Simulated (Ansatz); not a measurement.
# CH3Al (SMILES C[Al]): wB97M-V/cc-pVTZ

Aim: the vertical ionisation energy of CH3Al at wB97M-V/cc-pVTZ, from 2 runs. 

The calculation is run with Ansatz 0.2.0.

68 further runs of the same task are left out: 68 set aside as unsound or not needed.

## Step 1: Starting point

CH3Al: 5 atoms, total charge 0, spin state singlet. SMILES: `C[Al]`. Geometry: relaxed at PBE0-D4/def2-TZVP.

Bond lengths: C1–Al2 1.988 Å, C1–H3 1.098 Å, C1–H4 1.098 Å, C1–H5 1.098 Å. Angles: Al2–C1–H3 111.8°, Al2–C1–H4 111.8°, Al2–C1–H5 111.8°, H3–C1–H4 107.1°, H3–C1–H5 107.1°, H4–C1–H5 107.1°.

## Step 2: A single-point energy at wB97M-V/cc-pVTZ

Contents of run.yaml:

```yaml
crystal:
  periodic: [false, false, false]
  atoms:
    - {symbol: C, position_ang: [-0.131220, -0.057510, 0.054000]}
    - {symbol: Al, position_ang: [1.572690, 0.689240, -0.647230]}
    - {symbol: H, position_ang: [-0.230740, -1.127460, -0.171770]}
    - {symbol: H, position_ang: [-0.205100, 0.049890, 1.144270]}
    - {symbol: H, position_ang: [-1.005630, 0.445840, -0.379270]}
basis:
  gaussian:
    orbitals: cc-pVTZ
hamiltonian:
  xc: {name: wB97M-V}
accuracy: high
output: {orbitals: {seedname: orbitals}}
```

Launch:

```bash
$ ansatz run run.yaml --threads 1 --pin off --max-ram 3480MiB --events-out events.jsonl --progress --plain --runs-dir runs
```

What it wrote:

```text
Warning: RAYON_NUM_THREADS=1 ignored (pool sized by the plan → 1); use --threads N
Functional definition: wB97M-V
  name "wB97M-V"
  parameter omega = 0.3/bohr
  parameter cx = 0.15
  parameter cx01 = 1.007
  parameter cx10 = 0.259
  parameter css00 = 0.443
  parameter css04 = -1.437
  parameter css10 = -4.535
  parameter css20 = -3.390
  parameter css43 = 4.278
  parameter cos00 = 1.000
  parameter cos10 = 1.358
  parameter cos20 = 2.924
  parameter cos21 = -8.812
  parameter cos60 = -1.390
  parameter cos61 = 9.142
  parameter b = 6.0
  parameter c = 0.01
  gx(w, u) = 1 - cx + cx01*u + cx10*w
  gss(w, u) = css00 + css04*u^4 + css10*w + css20*w^2 + css43*w^4*u^3
  gos(w, u) = cos00 + cos10*w + (cos20 + cos21*u)*w^2 + (cos60 + cos61*u)*w^6
  exchange = spin_sum(e_x_unif_sr(omega)*gx(b97_w, b97_u_x)) + cx*exact_x_sr(omega) + exact_x_lr(omega)
  correlation = spin_sum(e_c_pw_mod_same_spin*gss(b97_w, b97_u_same))
      + integral(e_c_pw_mod_opposite_spin*gos(b97_w_opposite, b97_u_opposite)) + vv10(b, c)
1819 factors; integrals over basis functions are off by at most 3.2e-9 eV
321 factors; integrals over basis functions are off by at most 2.3e-9 eV
mean field evaluation 1: about -7676.8328 eV, gradient 4.4e1 eV
mean field evaluation 2: about -7678.1629 eV, gradient 3.6e1 eV
mean field evaluation 4: about -7681.4350 eV, gradient 2.9e-1 eV
mean field evaluation 8: about -7681.4401 eV, gradient 2.0e-2 eV
mean field evaluation 16: about -7681.4401 eV, gradient 6.6e-6 eV
mean field -7681.44009002 eV, -282.2877166413 hartree, gradient 5.3e-8 eV, S^2 0.000000; 0 other end points of the search recorded, 0 dependent functions left out
reference -7681.44009384 eV, -282.2877167814 hartree; 11, 11 occupied and 95, 95 virtual orbitals, 1819 factors
Total energy: -7681.44009384 eV, -282.2877167814 hartree
```

Run time: 13 s. Hardware: 1 thread of Intel Xeon 6975P-C (Granite Rapids), shared host; peak memory 0.46 GiB.

## Step 3: The doublet cation, same level

Contents of molecule.yaml:

```yaml
crystal:
  periodic: [false, false, false]
  atoms:
    - {symbol: C, position_ang: [-0.131220, -0.057510, 0.054000]}
    - {symbol: Al, position_ang: [1.572690, 0.689240, -0.647230]}
    - {symbol: H, position_ang: [-0.230740, -1.127460, -0.171770]}
    - {symbol: H, position_ang: [-0.205100, 0.049890, 1.144270]}
    - {symbol: H, position_ang: [-1.005630, 0.445840, -0.379270]}
basis:
  gaussian:
    orbitals: cc-pVTZ
total_charge: 1
magnetization:
  spin_polarized: true
  initial_magnetization: 1
hamiltonian:
  xc: {name: wB97M-V}
accuracy: high
output: {orbitals: {seedname: orbitals}}
```

Launch:

```bash
$ ansatz run molecule.yaml --threads 1 --pin off --max-ram 3480MiB --events-out events.jsonl --progress --plain --runs-dir runs
```

What it wrote, shortened:

```text
Warning: RAYON_NUM_THREADS=1 ignored (pool sized by the plan → 1); use --threads N
[... 2 set-up lines as earlier in the session ...]
[...]
  gx(w, u) = 1 - cx + cx01*u + cx10*w
  gss(w, u) = css00 + css04*u^4 + css10*w + css20*w^2 + css43*w^4*u^3
  gos(w, u) = cos00 + cos10*w + (cos20 + cos21*u)*w^2 + (cos60 + cos61*u)*w^6
[...]
      + integral(e_c_pw_mod_opposite_spin*gos(b97_w_opposite, b97_u_opposite)) + vv10(b, c)
1819 factors; integrals over basis functions are off by at most 3.2e-9 eV
321 factors; integrals over basis functions are off by at most 2.3e-9 eV
[...]
mean field -7673.68423535 eV, -282.0026942390 hartree, gradient 6.4e-8 eV, S^2 0.756187; 0 other end points of the search recorded, 0 dependent functions left out
reference -7673.68423912 eV, -282.0026943778 hartree; 11, 10 occupied and 95, 96 virtual orbitals, 1819 factors
Total energy: -7673.68423912 eV, -282.0026943778 hartree
```

Run time: 23 s. Hardware: 1 thread of Intel Xeon 6975P-C (Granite Rapids), shared host; peak memory 0.75 GiB.

## Step 4: Results

At wB97M-V/cc-pVTZ:

```
                                          quantity          value
                       singlet CH3Al: total energy  -282.28772 Eh
                        singlet CH3Al: HOMO energy       -7.48 eV
                        singlet CH3Al: LUMO energy        0.38 eV
                      singlet CH3Al: HOMO–LUMO gap        7.86 eV
                      doublet cation: total energy  -282.00269 Eh
doublet cation: HOMO energy (highest over α and β)      -14.98 eV
 doublet cation: LUMO energy (lowest over α and β)       -8.06 eV
                              doublet cation: ⟨S²⟩          0.756
vertical ionisation energy (to the doublet cation)       7.756 eV
```

**Reading.** The vertical ionisation energy comes to 7.76 eV (748 kJ/mol). −ε(HOMO) before ionisation, 7.48 eV, is 0.28 eV below this ionisation energy.
